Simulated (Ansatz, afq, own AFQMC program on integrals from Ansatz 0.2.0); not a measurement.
**Where AFQMC and coupled cluster stand for Co, quartet**

A free Co atom.

Basis def2-TZVPP. Only valence electrons are correlated. Integrals, coupled cluster, full CI and functionals: Ansatz 0.2.0; the random walks run on the same integrals in our own AFQMC program. ph-AFQMC/CISD is guided by a CISD state made of CCSD amplitudes; releasing the constraint for a short imaginary time cuts its bias at the price of noise, slowly where states lie close. Free projection: walkers drawn from exp(T), propagated without any constraint. Its projection time is finite, and what remains of the start isn't in its error. Uncertainties: one standard error, sampling alone. The metal's outer-core s and p shells are frozen, which shifts wave-function levels against functionals.

Determinant: UHF, the one that the program's search chose, which needn't be the lowest solution.

No full CI on the walks' own integrals is used here; CCSDT(Q) serves as the reference and is uncertain by about the last step of the cluster series.

Cautions: no relativity below Rb; outer-core shells of the metal frozen.

```
T1 diagnostic                               : 0.0203
weight of the determinant in the CISD state : 0.908
⟨S²⟩ of the determinant                     : 3.760
size of the correlated space                : 9 electrons in 55 orbitals
```

(1) Estimate: order these by the size of their error in total energy against CCSDT(Q), smallest first.
A. MP2
B. AFQMC with the constraint released
C. phaseless AFQMC with the Hartree–Fock trial
D. CCSD

(1) B (0.8 ± 0.4 kJ/mol), C (16.1 ± 1.4 kJ/mol), D (21.4 kJ/mol), A (34.1 kJ/mol).

Reference: CCSDT(Q), correlation energy -6.881 eV. The released energy is read at 1.50 1/Eh (meV from the phaseless value at times in 1/Eh: -9 ± 3 at 0.24, -13.9 ± 2.0 at 0.50, -21 ± 4 at 1.00, -14 ± 4 at 1.50).

Released energies are given only where the last usable release times agree within the noise; a slower fall can still hide under it.
